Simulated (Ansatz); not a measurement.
Two structures of CH$_{6}$BN, closed shell, reached by relaxing down either side of one saddle point (PBE0-D4/def2-TZVP). Energies are electronic, without zero-point energy. Computed with Ansatz 0.2.0 (basis: def2-TZVPP and def2-QZVPP); correlated methods freeze the cores. Extrapolation: Hartree–Fock as exp(−7.88 √X), correlation as X^−2.97. First:

B1  (-0.488, 0.258, 0.197)
N2  (0.425, 1.054, 0.881)
C3  (-0.032, -0.907, -0.748)
H4  (-0.459, -1.859, -0.414)
H5  (-1.654, 0.501, 0.362)
H6  (1.422, 0.931, 0.810)
H7  (0.154, 1.805, 1.491)
H8  (-0.421, -0.752, -1.760)
H9  (1.053, -1.031, -0.819)
(Å)

Second:

```
9
angstrom
B -0.5429 0.2708 -0.3020
N 0.4350 0.5070 0.9508
C -0.2457 -0.8635 -1.1020
H 1.1302 -0.2351 0.9523
H -1.3858 1.1219 -0.3495
H 0.9182 1.4000 0.8981
H -0.0628 0.4828 1.8371
H -0.8276 -1.1356 -1.9767
H 0.5814 -1.5484 -0.9083
```

Which bonds change from the first to the second?

CH₆BN ([CH3][BH][NH2]) → CH₃B ([BH][CH2]) + NH₃ (still joined by a long B–N bond); bonds formed: N2–H4; bonds broken: C3–H4; bonds weakened to dative contacts: B1–N2.

Give the saddle point's structure and its height above each. (To be estimated.)

The calculation gives: 327.6 kJ/mol above the first and 128.6 kJ/mol above the second (CCSD(T) at an estimated basis limit (MP2 extrapolated from triple and quadruple zeta, plus CCSD(T) − MP2 in triple zeta)).
B1  (-0.554, 0.380, -0.220)
N2  (0.447, 0.604, 0.954)
C3  (-0.087, -0.756, -0.999)
H4  (0.183, -0.605, 0.535)
H5  (-1.647, 0.849, -0.131)
H6  (1.369, 0.967, 0.760)
H7  (0.081, 0.934, 1.832)
H8  (-0.746, -1.306, -1.663)
H9  (0.955, -1.069, -1.066)
(Å)

T1 diagnostic: at most 0.013.

Labels in which every atom is bracketed show which atoms are joined, not bond orders.

For scale, one of the runs: CCSD(T)/def2-TZVPP, 177 basis functions, launched by `ansatz run in.yaml --threads 2 --pin off --events-out ev --progress --plain --max-ram 4352MiB`. Time: 25 s of wall clock on 2 CPU threads of an Arm Neoverse V1; the host was shared. Peak host memory: 1.7 GiB.
